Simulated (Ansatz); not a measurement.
fcc Ca, treated with PBEsol (Ansatz, a first-principles code, PAW).

A relaxed, unreconstructed slab of the (311) face has 11 atoms, two equal faces of 24.685 Å² each and an energy of -19729.2599 eV. A bulk cell of 11 atoms with the same orientation and in-plane k mesh has -19731.0691 eV. Energies are extrapolated to zero smearing.

Numerical settings: plane-wave cutoff 500 eV, 16×16×1 k mesh (along the axes of the cell as run), Fermi–Dirac smearing 0.1 eV, scalar-relativistic PAW data made under PBE.

Worked out: γ = (E_slab − N E_bulk per atom)/2A = [-19729.2599 − 11 × (-19731.0691/11)]/(2 × 24.685) = 0.0366 eV/Å². With 16.022 J/m² per eV/Å² this is 0.59 J/m², or 0.90 eV per surface cell and face.

Note: the run warned of electron density left in the vacuum.
